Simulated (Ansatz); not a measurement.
Results of revPBE (Ansatz, a program for electronic structure, plane waves, PAW) for wurtzite MgTe.

Settings: plane-wave cutoff 520 eV, 12×12×6 k mesh (along the axes of the cell as run), Fermi–Dirac smearing 0.01 eV, scalar-relativistic PAW data made under PBE.

Shape and atoms are relaxed at each volume.

Pressure at four volumes; x = ln(V/35.404 Å³). One pressure is withheld.

| V (Å³/atom) | x | P (GPa) |
|---|---|---|
| 33.988 | -0.0408 | ? |
| 34.696 | -0.0202 | 0.666 |
| 35.404 | 0.0000 | -0.004 |
| 36.820 | 0.0392 | -1.154 |

Question: Pass a parabola P(x) through the three rows shown, estimate the bulk modulus and its pressure derivative near zero pressure, and predict the withheld pressure.

Answer: Slopes between the rows: (-0.004 − (0.666))/(0.0000 − (-0.0202)) = -33.17 and (-1.154 − (-0.004))/(0.0392 − (0.0000)) = -29.34 GPa. Their difference over the span 0.0594 is c = 3.83/0.0594 = 64.5 GPa, so P(x) = 0.666 + (-33.17)(x − (-0.0202)) + 64.5 (x − (-0.0202))(x − (0.0000)). At the middle row B = −dP/dx = −[-33.17 + 64.5 × 0.0202] = 31.9 GPa, and B′ = dB/dP = 2c/B = 4.0. At x = -0.0408 the parabola gives 1.404 GPa; the run gives 1.409 GPa. The Birch–Murnaghan fit to the energies at all volumes has B0 = 31.8 GPa and B′ = 4.2.

Note: the bulk modulus comes from volumes at which shape and atoms were relaxed.

Spin–orbit coupling is not included.
